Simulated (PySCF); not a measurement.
Structure with atom numbers: `[O:1]=[S:2](=[O:3])([Cl:4])[Cl:5]`.

Geometry: PBE0-D3(BJ)/def2-TZVP; GIAO shifts from PySCF, gas phase, non-relativistic, averaged over equivalent atoms.

At B97-2/pcSseg-2 (201 basis functions):
```
  atoms  δ (ppm)
  O1/O3    363.2
     S2    340.2
Cl4/Cl5    754.2
```

Referencing at the same level of theory: H2O for ¹⁷O (σref 327.66); ³³S (σref 517.10) against CS2; ³⁵Cl (σref 941.52) vs HCl.

Q: What do these become at PBE0/pcSseg-2?

A: 
```
  atoms  δ at PBE0/pcSseg-2  change
  O1/O3               369.2    +6.0
     S2               341.6    +1.4
Cl4/Cl5               763.6    +9.4
```

Referencing at the same level of theory: ¹⁷O (σ = 329.54 ppm) vs H2O; ³³S (σ = 512.98 ppm) vs CS2; ³⁵Cl (σ = 945.66 ppm) against HCl.

The largest change is at Cl4/Cl5 (chlorine bonded to S). Cost: 201 basis functions.

Unscaled 17O shifts of doubly bonded oxygen tend to come out too high, by tens of ppm or more. Experimental scales use liquid or dissolved standards, which lie at an offset from isolated H2O (liquid H2O: subtract about 36 ppm).
